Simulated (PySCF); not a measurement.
**N₃H₃, a complex of two parts: interaction energy**

The task here is to estimate one member of a computed series from the others.

Computed with PySCF 2.14.0; each step states its level. No surroundings beyond the atoms listed, unless a continuum is named. Atoms count from 0, parts from 1.

## Starting point

6 atoms, charge 0, multiplicity 1; geometry: GFN2-xTB. Parts: 1 = atoms 0–3, `N`, charge 0; 2 = atoms 4–5, `N#N`, charge 0.

The first run:

What the job is given:

```
{"job": {"xc": "PBE0", "basis": "def2-TZVPD", "d3": "d3bj", "grid": 3, "kind": "geom", "shake": 0.01}, "charge": 0, "multiplicity": 1, "parts": [{"atoms": "0-3", "charge": 0, "multiplicity": 1}, {"atoms": "4-5", "charge": 0, "multiplicity": 1}]}
N      0.012617    -0.086988     0.204979
H     -0.501198    -0.898309    -0.109727
H     -0.411501     0.722868    -0.318361
H      0.995112    -0.156172    -0.078364
N     -0.687425     2.953248     2.114142
N     -0.415283     2.961661     1.058825
```

On the command line:

```bash
OMP_NUM_THREADS=1 python cluster_run.py task.json out
```

The driver reads the jobs from task.json and runs them one after another.

Steps of the session up to this table: Optimising the geometry at PBE0-D3(BJ)/def2-TZVPD; Coupled-cluster interaction energy: CCSD(T) and MP2, 3.42 Å; Coupled-cluster interaction energy: CCSD(T) and MP2, 3.59 Å; Coupled-cluster interaction energy: CCSD(T) and MP2, 3.76 Å; Coupled-cluster interaction energy: CCSD(T) and MP2, 3.25 Å; Coupled-cluster interaction energy: CCSD(T) and MP2, 4.27 Å; Coupled-cluster interaction energy: CCSD(T) and MP2, 3.07 Å; Coupled-cluster interaction energy: CCSD(T) and MP2, 5.12 Å; Coupled-cluster interaction energy: CCSD(T) and MP2, 6.83 Å.

One of the session's tables, all rows but one given; the rest of the session is left out.

It belongs to the step «Coupled-cluster interaction energy: CCSD(T) and MP2, 6.83 Å». 

| method | interaction energy (kcal/mol) |
| --- | --- |
| HF/aug-cc-pVDZ | ? |
| MP2/aug-cc-pVDZ | -0.036 |
| CCSD/aug-cc-pVDZ | -0.032 |
| CCSD(T)/aug-cc-pVDZ | -0.033 |
| HF/aug-cc-pVQZ | -0.021 |
| MP2/aug-cc-pVQZ | -0.036 |
| SCS-MP2/aug-cc-pVQZ | -0.034 |
| MP2, extrapolated | -0.036 |
| CCSD(T), limit estimate | -0.034 |

Q: Estimate the row for HF/aug-cc-pVDZ from the others.

As computed: interaction energy (kcal/mol): -0.020. In the column «interaction energy (kcal/mol)» it is the highest.
